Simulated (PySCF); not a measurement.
Excitations are Tamm–Dancoff values on a coarser integration grid. The basis has no diffuse functions, so Rydberg states are missing or too high.

Cartesian coordinates (Å):
SMILES: CC(=O)O
```xyz
8

C     -0.9615    -0.0430    -0.0724
C      0.4939     0.3148     0.0155
O      0.9544     1.4247    -0.0288
O      1.2696    -0.7882     0.1572
H     -1.2650    -0.5806     0.8268
H     -1.1279    -0.7078    -0.9211
H     -1.5521     0.8612    -0.1845
H      2.1885    -0.4811     0.2073
```
Charge 0, multiplicity 1.

Question: What S1–T1 gap (TDA), dipole moment, total energy, S1 excitation (TDA), LUMO, HOMO–LUMO gap, S1 oscillator strength and brightest of the four lowest singlets (TDA) does PySCF with M06-2X/def2-TZVP // B3LYP-D3(BJ)/def2-TZVP give?

Answer: 
The S1–T1 gap (TDA) comes out as 0.44 eV and the dipole moment comes out as 1.72 D. The total energy comes out as -6233.82 eV. The S1 excitation (TDA) is 5.80 eV and the LUMO is 1.27 eV. The HOMO–LUMO gap comes out as 11.16 eV and the S1 oscillator strength comes out as 0.001. The brightest of the four lowest singlets (TDA) is 9.16 eV.
